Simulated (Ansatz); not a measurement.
# Si3Ge: from a trial structure to a relaxed crystal

These are results of DFT PBE, scalar-relativistic, plane waves, PAW (Ansatz 0.2.0), not measurements. Cutoff 420 eV, Γ-centred k mesh, Gaussian smearing, no spin polarisation in the final step.

The start puts Si3Ge on the sites of a reported Cu3Pd cell (P4/mmm, No. 123), with Ge in place of Pd, Si in place of Cu, at a guessed volume.

```yaml
crystal:
  lattice:
    - [3.92108, 0.00000, 0.00000]
    - [0.00000, 3.92108, 0.00000]
    - [0.00000, 0.00000, 3.88077]
  atoms:
    - { symbol: Si, position: [0.00000, 0.50000, 0.50000] }
    - { symbol: Si, position: [0.50000, 0.00000, 0.50000] }
    - { symbol: Si, position: [0.50000, 0.50000, 0.00000] }
    - { symbol: Ge, position: [0.00000, 0.00000, 0.00000] }
```

Cell and atoms relax at zero pressure; the relaxation can't lower the symmetry of the start. After a coarse first stage the cell is made exact in the group found at 0.06 Å.

Formation energies are uncorrected and refer to the elements' standard structures at the same level.

Task: What does it relax into?

Result: It keeps P4/mmm (No. 123), but not the shape of the type it started on. Conventional cell: a = 4.746 Å, c = 2.812 Å. Around Si on Wyckoff site e (2 atoms of the primitive cell) lie 4 Ge at 2.76 Å, 6 Si at 2.76–2.81 Å and 4 Si at 3.36 Å; around Si on Wyckoff site c (1 atom of the primitive cell) lie 10 Si at 2.76–2.81 Å and 4 Ge at 3.36 Å; around Ge lie 8 Si at 2.76 Å, 2 Ge at 2.81 Å and 4 Si at 3.36 Å.

```xyz
4
Lattice="4.7463 0.0000 0.0000 0.0000 4.7463 0.0000 0.0000 0.0000 2.8124" Properties=species:S:1:pos:R:3 pbc="T T T"
Si    0.0000    2.3731    1.4062
Si    2.3731    0.0000    1.4062
Si    2.3731    2.3731    0.0000
Ge    0.0000    0.0000    0.0000
```

Task: What are its volume, energy, density and gap?

Result: The volume per atom is 15.84 Å³, the density is 4.11 g/cm³ and the energy over the elements is 0.52 eV/atom. The gap on the 12×12×14 mesh is 0 eV (a metal).

The final run used a 12×12×14 mesh on its 4-atom cell and 0.10 eV smearing. For metals, differences of a few meV/atom aren't resolved. A structure relaxed within its symmetry needn't be a true minimum. The steps took of the order of 3 core-minutes in all.